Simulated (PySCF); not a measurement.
hydrogen cyanide (CHN), SMILES C#N.

Coordinates come from a B3LYP-D3(BJ)/def2-TZVPD optimisation.

Calculation: B3LYP-D3(BJ)/def2-TZVPD (PySCF 2.14.0).

No scaling factor is applied to the harmonic values.

Modes within 1.5 cm⁻¹ of each other (mostly degenerate sets) share a row, with their intensities summed.

| mode | ν (cm⁻¹) | IR (km/mol) | Raman (Å⁴/amu) | depolarisation | moving atoms (share of kinetic energy) |
|---|---|---|---|---|---|
| 1–2 | 760 | 71.3 | 0.6 | 0.75 | H 73 %, C 23 % |
| 3 | 2203 | 1.4 | 62.7 | 0.07 | N 47 %, C 40 %, H 13 % |
| 4 | 3444 | 65.7 | 26.6 | 0.24 | H 83 %, C 15 % |
